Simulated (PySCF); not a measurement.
# H8Si3: calculation and literature

Structure with atom numbers: `[SiH3:1][SiH2:2][SiH3:3]`. Each H is labelled by its parent atom.

The experiment to reproduce: δ 29Si Si1/Si3 -98.0; Si2 -115.7 ppm (measured; C. Corminboeuf, T. Heine, J. Weber, Chem. Phys. Lett. 357 (2002) 1).

All values are calculated (PySCF): NMR shieldings at PBE0/pcSseg-1/GIAO, coordinates at the PBE0-D3(BJ)/def2-SVP level. No relativistic terms, isolated molecule, fast rotation and ring inversion assumed for equivalent nuclei, a single conformation.

(1) How close does the calculation come?

(2) How far are the unscaled 29Si shifts from the references?

## Answers

(1) 
Reference values: measured (C. Corminboeuf, T. Heine, J. Weber, Chem. Phys. Lett. 357 (2002) 1).
| atoms | quantity | reference | computed | computed, scaled |
| --- | --- | --- | --- | --- |
| Si1/Si3 | δ 29Si vs TMS | -98.0 | -104.7 | -100.8 |
| Si2 | δ 29Si vs TMS | -115.7 | -117.9 | -111.9 |

Computed shifts are σ(ref) − σ with the named reference compound (TMS for H and C) calculated as an isolated molecule at the same level. The measured values may be among those fitted. Shieldings were converted by a linear fit to measured shifts: 29Si: δ = 280.74 − 0.836σ (rms 8.9 ppm, 83 shifts, 23.9 ppm with the 6 outliers that the fit left out vs TMS, solution or neat liquid). A few per cent of atoms miss by over 2 rms, more outside the fitted compound classes.

(2) Mean signed difference -4.45 ppm, mean absolute 4.45 ppm over 2 comparisons; the largest is -6.7 ppm at Si1/Si3 (silicon bonded to Si, 3 H).
